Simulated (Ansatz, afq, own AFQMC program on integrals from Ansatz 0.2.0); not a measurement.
**GeNH₂, quartet in cc-pVDZ, levels against CCSDT(Q)**

```xyz
4

Ge    0.0000    0.0000    0.4819
N     0.0000    0.0000   -2.1101
H     0.0000    0.8309   -2.7040
H     0.0000   -0.8309   -2.7040
```

Connectivity, by distances: Ge ··· NH2.

Basis cc-pVDZ. Only valence electrons are correlated. Ansatz 0.2.0 and our own AFQMC program on the same integrals; the CISD trial comes from CCSD amplitudes, and released means the phaseless constraint is let go. Uncertainties: one standard error, sampling alone. No spin–orbit coupling.

Determinant: UHF, the one that the program's search chose, which needn't be the lowest solution. The geometry is a point of a scan.

No full CI on the walks' own integrals is used here; CCSDT(Q) serves as the reference and is uncertain by about the last step of the cluster series.

Cautions: no relativity below Rb; no spin-orbit coupling; inner d shell frozen; lower spins were not checked.

- T1 diagnostic: 0.0128
- weight of the determinant in the CISD state: 0.897
- ⟨S²⟩ of the determinant: 3.779
- size of the correlated space: 11 electrons in 36 orbitals

Reference: CCSDT(Q), correlation energy -6.176 eV. The released energy is read at 2.40 1/Eh (meV from the phaseless value at times in 1/Eh: 2 ± 11 at 0.24, 16 ± 9 at 0.51, 6 ± 11 at 0.99, 17 ± 13 at 1.62, 13 ± 18 at 2.40).

| level | E − E(reference) (meV) | share of correlation (%) |
| --- | --- | --- |
| HF | 6175.9 | 0.00 |
| MP2 | 1066.4 | 82.73 |
| CCSD | 144.3 | 97.66 |
| CCSD(T) | 29.3 | 99.52 |
| CCSDT | 8.5 | 99.86 |
| ph-AFQMC/CISD | -10.0 ± 10.5 | 100.16 |
| released AFQMC | 3.5 ± 17.9 | 99.94 |

A walk keeps the symmetry of its determinant, which the program's search chose and which needn't be the lowest solution, so a lower state of the same spin and another symmetry isn't excluded. Released energies are given only where the last usable release times agree within the noise; a slower fall can still hide under it.
